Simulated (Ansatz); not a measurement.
Species: C₂H₄, charge 1, doublet. C2H4+ (parent SMILES C=C, doublet).
B3LYP-D3(BJ)/def2-TZVP minimum from Ansatz (an electronic-structure program):
```
C
C 1 1.3877
H 2 1.0896 1 121.13
H 2 1.0896 3 117.74 1 -180.00
H 1 1.0896 2 121.13 3 -151.40
H 1 1.0896 5 117.74 2 180.00
```
Charge +1, spin multiplicity 2.

Hartree-Fock and CCSD correlation energies in hartree (Ansatz). Open shells are spin-unrestricted; no spin-orbit coupling. Correlated methods leave the cores frozen. No relativity.

| basis | X | E(HF) | E(corr, CCSD) |
|---|---|---|---|
| cc-pVTZ | 3 | -77.73805 | -0.30664 |
| cc-pVQZ | 4 | -77.74292 | -0.32121 |
| cc-pV5Z | 5 | -77.74415 | withheld |

Fit E(corr) = E∞ + A/X³ to X = 3 and 4, predict X = 5, and compare with the run.

A = (-0.30664 - (-0.32121))/(1/27 - 1/64) = 0.6805; E∞ = -0.32121 - A/64 = -0.33184; at X = 5, E∞ + A/125 = -0.32640. The run gave -0.32565, 0.75 mEh above the prediction. The same form on X = 4 and 5 gives E∞ = -0.33031, 1.53 mEh above the first estimate.
